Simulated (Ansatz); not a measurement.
What does this script print? It uses Ansatz's Python interface.

Script `clhmgs.py`:
```python
'''Active-space calculation on ClHMgS.'''

import warnings

import ansatz as az

GEOMETRY = '''
S    -0.32930    1.65890   -0.53950
Mg   -0.27610   -0.68420   -0.06580
Cl   -0.20210   -3.00480    0.39550
H     0.86310    1.96980    0.18940
'''


def main() -> None:
    warnings.simplefilter('ignore', az.DeckWarning)

    molecule = az.Crystal.molecule()
    for line in GEOMETRY.strip().splitlines():
        symbol, *xyz = line.split()
        molecule = molecule.atom(symbol, [float(v) for v in xyz])

    model = (
        molecule.calculation()
        .basis(gaussian='cc-pVDZ')
        .accuracy('medium')
        .correlation(active_electrons=4, active_orbitals=4)
    )
    for method in [None, 'sc_nevpt2']:
        rep = (model if method is None else model.correlation(method)).run().report
        space = rep['configurations']
        state = space['states'][0]
        print(method or 'casscf', f'total {rep["free_energy_ev"] / 27.211386246:.6f} Ha, active-space state {state["energy"]["hartree"]:.6f} Ha, mean field {rep["reference_energy_ev"] / 27.211386246:.6f} Ha')
        print('  determinants', state['n_determinants'], ' natural occupations', [round(n, 3) for n in space['natural_occupations']])
    print('effectively unpaired electrons, sum of min(n, 2 - n):', round(sum(min(n, 2 - n) for n in space['natural_occupations']), 3))


if __name__ == '__main__':
    main()
```

Running `python clhmgs.py` prints:
```text
casscf total -1057.380494 Ha, active-space state -1057.380494 Ha, mean field -1057.351356 Ha
  determinants 36  natural occupations [1.984, 1.969, 0.032, 0.016]
sc_nevpt2 total -1057.647392 Ha, active-space state -1057.380468 Ha, mean field -1057.351356 Ha
  determinants 36  natural occupations [1.984, 1.968, 0.032, 0.016]
effectively unpaired electrons, sum of min(n, 2 - n): 0.095
```

Notes:
- The settings weren't tested for convergence.
- The geometry is a force-field or estimated start, not a minimum of this method, and the basis set is short of its limit. The active space starts as a window about the frontier orbitals and is then optimised, not chosen by chemistry.
- Wall time of the script: 7.7 s on 1 thread of Arm Neoverse V1, with other jobs on the host, peak memory 0.15 GiB.
